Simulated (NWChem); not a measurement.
System: C₃H₇, doublet; SMILES [CH](C)C

All runs: NWChem. Spin-unrestricted. Medium grid unless said otherwise, to which SCAN and Minnesota functionals are sensitive. In the optimisation the excess spin sits in a' (Cs, its own frame). All runs use the structure optimised with B3LYP/6-31G* (spherical d), spin-unrestricted. No stability test was run on the SCF state. B3LYP is NWChem's, with the RPA form of VWN correlation.

Order these by “lowest empty minus highest occupied level, either spin (eV)”, lowest first: PBE0/def2-SVP; RPBE/def2-SVP; r2SCAN0/def2-SVP; B3LYP/def2-SVP.

RPBE/def2-SVP (2.26), B3LYP/def2-SVP (4.04), PBE0/def2-SVP (4.80), r2SCAN0/def2-SVP (5.64)
